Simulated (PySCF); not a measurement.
Ligands exchanged one at a time, B Cl-I. Gas-phase values, no solvent. Strings in code marks are SMILES.

The S1 excitation (TDA) from two functionals at the same geometries (CAM-B3LYP-D3(BJ)/def2-TZVP), both in PySCF: PBE-D3(BJ)/def2-TZVP and CAM-B3LYP-D3(BJ)/def2-TZVP. Excitations are Tamm–Dancoff values on a coarser integration grid. The basis has no diffuse functions, so Rydberg states are missing or too high.

```tsv
species	PBE-D3(BJ)/def2-TZVP (eV)	CAM-B3LYP-D3(BJ)/def2-TZVP (eV)
0 of 3 Cl replaced by I (`ClB(Cl)Cl`)	5.12	5.92
1 of 3 Cl replaced by I (`ClB(Cl)I`)	3.93	4.76
2 of 3 Cl replaced by I	3.46	4.24
3 of 3 Cl replaced by I	3.09	3.82
```

Over these rows, drawn at random from the members with no instability flagged (it was tested for open shells, ions and some series alone), PBE minus CAM-B3LYP-D3(BJ): mean -0.78 eV, from -0.83 eV to -0.72 eV.
